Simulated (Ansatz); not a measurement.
in.yaml

```yaml
crystal:
  periodic: [false, false, false]
  atoms:
    - {symbol: Ga, position_ang: [0.000000, 0.000000, 3.390100]}
    - {symbol: Si, position_ang: [0.000000, 0.000000, -0.641900]}
    - {symbol: P, position_ang: [0.000000, 0.000000, -2.748200]}
basis:
  gaussian: {orbitals: STO-3G}
magnetization: {spin_polarized: true, initial_magnetization: 2}
hamiltonian: {xc: hf}
output: {orbitals: {seedname: orbitals}}
```

```sh
$ ansatz run in.yaml --threads 1 --pin off --events-out ev --progress --plain --max-ram 2393MiB
```

Q: Roughly how long does this take on 1 thread of Arm Neoverse V1, shared host, and how much host memory?

A: 15 s wall and 0.23 GiB.

```
356 factors; integrals over basis functions are off by at most 1.8e-5 eV
mean field evaluation 1: about -68655.5446 eV, gradient 1.1e1 eV
mean field evaluation 2: about -68655.5521 eV, gradient 1.1e1 eV
mean field evaluation 4: about -68657.0073 eV, gradient 1.1e0 eV
mean field evaluation 8: about -68656.9816 eV, gradient 6.5e-1 eV
mean field evaluation 16: about -68663.9508 eV, gradient 2.0e-3 eV
mean field evaluation 32: about -68664.1150 eV, gradient 2.0e-5 eV
mean field evaluation 64: about -68662.6877 eV, gradient 4.8e-6 eV
mean field evaluation 96: about -68663.5493 eV, gradient 3.8e-1 eV
mean field evaluation 128: about -68663.8960 eV, gradient 3.3e-1 eV
mean field evaluation 160: about -68662.5924 eV, gradient 2.9e-1 eV
mean field evaluation 192: about -68663.2821 eV, gradient 8.7e-1 eV
mean field evaluation 224: about -68662.9302 eV, gradient 1.9e0 eV
mean field evaluation 256: about -68662.7367 eV, gradient 3.2e-1 eV
mean field evaluation 288: about -68664.3312 eV, gradient 5.1e-1 eV
mean field evaluation 320: about -68664.2957 eV, gradient 1.7e-1 eV
mean field evaluation 352: about -68663.8487 eV, gradient 6.6e-1 eV
mean field evaluation 384: about -68664.3004 eV, gradient 3.7e-1 eV
mean field evaluation 416: about -68662.7333 eV, gradient 6.6e-2 eV
mean field evaluation 448: about -68662.3756 eV, gradient 1.9e0 eV
mean field evaluation 480: about -68662.9540 eV, gradient 1.3e0 eV
mean field evaluation 512: about -68664.0249 eV, gradient 1.6e0 eV
mean field -68664.33593757 eV, -2523.3678033473 hartree, gradient 2.5e-6 eV, S^2 3.731477; 17 other end points of the search recorded, 0 dependent functions left out
reference -68664.33593757 eV, -2523.3678033473 hartree; 31, 29 occupied and 5, 7 virtual orbitals, 356 factors
Total energy: -68664.33593757 eV, -2523.3678033473 hartree
```
